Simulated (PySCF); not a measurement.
**Dipole moment and polarisability of `ClC(Cl)Cl`**

Compound: CHCl3.
Geometry (PBE0-D3(BJ)/def2-SVP, Å), atoms numbered from 1 in this order:
```
atom  x, y, z in Å
Cl1    0.3618   -1.6219   -0.5088
C2     0.0050   -0.0034    0.1016
Cl3    1.2058    1.1674   -0.4492
Cl4   -1.6293    0.5008   -0.3381
H5     0.0567   -0.0428    1.1945
```

Level: wB97X-D/def2-SVPD (PySCF), static field, nuclei fixed, core orbitals frozen in the response. The polarisability tensor in these axes (au):

```
x   60.70  0.01 -0.80
y    0.01 60.73  0.61
z   -0.80  0.61 43.93
```

Task: What are the eigenvalues, a third of the trace, and Δα (Δα² = ½Σ(αi − αj)² over the three pairs)?

Result: Principal values 43.87, 60.72 and 60.76 au; mean 55.12 au = 8.17 Å³ = 9.09 × 10⁻⁴⁰ C²·m²/J; Δα = 16.87 au (31 % of the mean).

Task: What is the dipole moment, and where does it point?

Result: (0.05, -0.04, 1.11) D, 1.11 D in size, pointing from the negative to the positive side. Measured along this direction, the outermost atoms are Cl1, Cl4 and Cl3 at the negative end and H5 at the positive end.

Task: What would n − 1 = 2πNα be for an ideal gas of these molecules at 350 K and 1 atm, electronic part alone?

Result: N = p/kT = 2.0968 × 10¹⁹ cm⁻³, so n − 1 = 2π × N × 8.17 × 10⁻²⁴ cm³ = 1076 × 10⁻⁶ at long wavelengths, for an ideal gas.

Task: In a dilute gas of rigid molecules at 298 K, how does the orientational term μ²/3kT compare with the electronic polarisability?

Result: In Gaussian units μ²/3kT = 10.05 Å³ against 8.17 Å³, a ratio of 1.23; the Debye molar polarisation (4π/3)N_A(α + μ²/3kT) is 46.0 cm³/mol, leaving out the vibrational part.

Task: Rayleigh depolarisation ratio (linearly polarised light, static tensor)?

Result: ρ = 3Δα²/(45ᾱ² + 4Δα²) = 854.1/(136703 + 1138.8) = 0.0062.

Task: Find the Langevin capture rate constant for NH4+ (18.034 u) meeting this molecule (117.914 u), k = 2.342 × 10⁻⁹ cm³/s × √(α in Å³ / reduced mass in u).

Result: The reduced mass is 15.64 u, so k = 1.69 × 10⁻⁹ cm³/s. The formula leaves out the permanent dipole, which adds to the capture rate.

Geometry: PBE0-D3(BJ)/def2-SVP; no solvent, vibrations or thermal averaging.

These values come from a run that also computed excited states and ΔSCF ions. Hardware: Arm Neoverse V1, one thread (shared host). Cost: 27 s.
